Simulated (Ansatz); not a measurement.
Input for Ansatz (development build ahead of 0.2.0):

```yaml
crystal:
  periodic: [false, false, false]
  atoms:
    - { symbol: C, position_ang: [0.03334, 0.5896, -1.22775] }
    - { symbol: C, position_ang: [0.03803, -0.60054, -1.21475] }
    - { symbol: C, position_ang: [0.00218, 1.50175, -0.10296] }
    - { symbol: C, position_ang: [0.01371, -1.42733, -0.16665] }
    - { symbol: C, position_ang: [-0.02554, 0.71155, 1.01258] }
    - { symbol: C, position_ang: [0.0487, -0.69971, 1.04366] }
    - { symbol: H, position_ang: [0.00991, 2.60009, -0.14808] }
    - { symbol: H, position_ang: [0.04288, -2.55739, -0.15581] }
    - { symbol: H, position_ang: [-0.02947, 1.23538, 2.05348] }
    - { symbol: H, position_ang: [0.01728, -1.18294, 2.01723] }
basis:
  gaussian: { orbitals: def2-TZVP }
hamiltonian:
  xc: hf
```

The input is written out in the form of the current development build from the run's settings.

Output:

| Property | Result |
| --- | --- |
| Converged | yes |
| Total energy | -229.45258 hartree |
| Spin squared of the determinant | 0.000 |

Caution: in another basis set an unrestricted determinant lies well below.
